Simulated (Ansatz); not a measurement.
A nudged elastic band was laid between two geometries of ClH$_{3}$SSi (6 atoms, charge 0, multiplicity 1).

Method: RKS PBE0-D4/def2-SVP in Ansatz.

* movable images: 5
* climbing image: yes
* spring: 5.0 eV/Å²
* optimiser: quadratic models (default)
* start path: IDPP
* force threshold: 0.05 eV/Å
* iteration limit: 60
* end points: relaxed

First end point:

```xyz
6
Properties=species:S:1:pos:R:3
S -1.235 -1.174 -0.155
Si 0.422 0.097 0.276
Cl -0.135 2.072 0.539
H -1.457 -0.651 -1.382
H 1.419 0.075 -0.827
H 0.987 -0.419 1.549
```

Last end point:

```xyz
6
Properties=species:S:1:pos:R:3
S -0.961 -1.015 -0.986
Si 0.490 0.136 0.070
Cl -0.022 2.136 0.200
H -1.905 -0.909 -0.025
H 1.740 0.009 -0.721
H 0.658 -0.357 1.462
```

(1) What changes between the two ends?

(2) What energy profile does the band end with?

(3) What is the geometry of the highest image?

(4) What are the harmonic wavenumbers there?

The band took 5 iterations and roughly 70 core-seconds.

Results:

(1) No bond is made or broken. The dihedral H4–S1–Si2–Cl3 goes from 69 to -69°. The two ends are copies of one structure, up to a mirror image or an exchange of like atoms.

(2) The forces met the threshold. The highest image is number 3 of 0 to 6, 2.1 kcal/mol above the ends, which have the same energy within 2 meV. A vibrational analysis at the climbing image gives one clearly imaginary mode, 242i cm⁻¹: a first-order saddle point.

```json
{"image": "0", "path coordinate (Å)": "0.00", "energy (kcal/mol)": "0.0", "dihedral H4–S1–Si2–Cl3 (°)": "69"}
{"image": "1", "path coordinate (Å)": "0.39", "energy (kcal/mol)": "0.4", "dihedral H4–S1–Si2–Cl3 (°)": "48"}
{"image": "2", "path coordinate (Å)": "0.77", "energy (kcal/mol)": "1.5", "dihedral H4–S1–Si2–Cl3 (°)": "25"}
{"image": "3", "path coordinate (Å)": "1.16", "energy (kcal/mol)": "2.1", "dihedral H4–S1–Si2–Cl3 (°)": "0"}
{"image": "4", "path coordinate (Å)": "1.55", "energy (kcal/mol)": "1.5", "dihedral H4–S1–Si2–Cl3 (°)": "-25"}
{"image": "5", "path coordinate (Å)": "1.94", "energy (kcal/mol)": "0.4", "dihedral H4–S1–Si2–Cl3 (°)": "-48"}
{"image": "6", "path coordinate (Å)": "2.33", "energy (kcal/mol)": "0.0", "dihedral H4–S1–Si2–Cl3 (°)": "-69"}
```

(3) 
```xyz
6
Properties=species:S:1:pos:R:3:forces:R:3
S -0.990 -1.323 -0.543 0.02 -0.01 0.01
Si 0.502 0.022 0.217 0.00 -0.01 0.00
Cl -0.213 1.959 0.084 0.00 0.00 0.00
H -1.848 -0.320 -0.820 -0.01 0.02 0.00
H 1.752 -0.069 -0.584 0.00 0.00 0.01
H 0.797 -0.268 1.646 0.00 0.00 -0.01
```

(4) 242i, 181, 503, 565, 591, 675, 706, 892, 971, 2259, 2263, 2732 cm⁻¹.

Time of the run: 67 s on 1 thread of Intel(R) Xeon(R) Processor @ 2.70GHz, with other jobs on the host, peak memory 0.15 GiB.
